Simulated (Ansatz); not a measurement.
# C3H6ClFO: one species, many methods

Aim: compute C3H6ClFO with functionals from several rungs and with coupled cluster. The yardstick is the atomisation energy at the CCSD(T) limit.

The runs use Ansatz 0.2.0, Gaussian basis; functionals in def2-TZVPP, the program's frozen cores in correlated methods.

Levels to be run: PBE-D4, r2SCAN-D4, PBE0-D4, B3LYP-D4, ωB97X-V, ωB97M-V, B2PLYP; CCSD(T)/def2-TZVPP; MP2/def2-QZVPP; extrapolation to the limit.

## (1) The geometry

An earlier PBE0-D4 in a triple-zeta def2 set relaxation fixed the geometry.

12 atoms, charge 0, spin multiplicity 1.

Atoms are counted from 1 here; the program's logs count them from 0.

Bond lengths: C1–O2 1.414 Å, C1–H7 1.093 Å, C1–H8 1.096 Å, C1–H9 1.088 Å, O2–C3 1.360 Å, C3–F4 1.392 Å, C3–C5 1.509 Å, C3–H10 1.099 Å, C5–Cl6 1.772 Å, C5–H11 1.089 Å, C5–H12 1.088 Å. Angles: O2–C1–H7 111.2°, O2–C1–H8 110.7°, O2–C1–H9 106.8°, H7–C1–H8 109.4°, H7–C1–H9 109.4°, H8–C1–H9 109.2°, C1–O2–C3 114.3°, O2–C3–F4 110.2°, O2–C3–C5 109.7°, O2–C3–H10 112.0°, F4–C3–C5 106.7°, F4–C3–H10 106.0°, C5–C3–H10 112.0°, C3–C5–Cl6 110.8°, C3–C5–H11 109.6°, C3–C5–H12 109.6°, Cl6–C5–H11 108.5°, Cl6–C5–H12 108.1° and more.

## (2) PBE-D4 (GGA)

in.yaml

```yaml
crystal:
  periodic: [false, false, false]
  atoms:
    - {symbol: C, position_ang: [-1.877723, 0.080828, -0.047735]}
    - {symbol: O, position_ang: [-0.613589, -0.173369, 0.532775]}
    - {symbol: C, position_ang: [0.428941, -0.091492, -0.336476]}
    - {symbol: F, position_ang: [0.435705, -1.194648, -1.184576]}
    - {symbol: C, position_ang: [1.730325, -0.122055, 0.426424]}
    - {symbol: Cl, position_ang: [1.986693, 1.401124, 1.294328]}
    - {symbol: H, position_ang: [-2.139939, -0.689709, -0.777490]}
    - {symbol: H, position_ang: [-1.890738, 1.063041, -0.534222]}
    - {symbol: H, position_ang: [-2.603446, 0.073473, 0.763404]}
    - {symbol: H, position_ang: [0.353890, 0.791048, -0.986876]}
    - {symbol: H, position_ang: [1.709667, -0.934165, 1.151597]}
    - {symbol: H, position_ang: [2.557315, -0.259074, -0.266854]}
basis:
  gaussian: {orbitals: def2-TZVPP}
hamiltonian: {xc: pbe, dispersion: d4}
output: {forces: true, orbitals: {seedname: orbitals}}
```

The run is started by

```
> ansatz run in.yaml --threads 4 --pin off --events-out ev --progress --plain --max-ram 10444MiB
```

The runs that follow: r2SCAN-D4 (meta-GGA); PBE0-D4 (hybrid); B3LYP-D4 (hybrid); ωB97X-V (range-separated); ωB97M-V (range-separated); B2PLYP (double hybrid); CCSD(T) in def2-TZVPP; MP2 in def2-QZVPP.

Q: Predict the results of all the runs planned. Wanted: atomisation energy, CCSD(T)/CBS; farthest; mean size of error, hybrid; mean size of error, range-separated; gap, smallest and largest; T1 diagnostic; triples share of the correlation energy.

The runs gave:

```
                               quantity                                  value
        atomisation energy, CCSD(T)/CBS                          4565.8 kJ/mol
 functionals within 22.8 kJ/mol (0.5 %)  r2SCAN-D4, B3LYP-D4, ωB97X-V, ωB97M-V
                               farthest                 PBE-D4 (+131.6 kJ/mol)
             mean size of error, hybrid                            20.5 kJ/mol
    mean size of error, range-separated                            14.6 kJ/mol
              gap, smallest and largest   6.51 eV (PBE-D4), 13.98 eV (ωB97X-V)
                          T1 diagnostic                                 0.0108
triples share of the correlation energy                                  3.7 %
```

**Reading.** PBE-D4 misses by +131.6 kJ/mol. Double hybrids carry the basis error of their MP2 part in triple zeta, and no dispersion term here, so their miss is partly the set-up's. Misses under about 22.8 kJ/mol are within the doubt on the reference itself, which lacks core-valence correlation, relativity and higher excitations. Hartree-Fock recovers 72 % of the binding; the rest is correlation. Orbital gaps span 6.5 to 14.0 eV; exact exchange widens them.
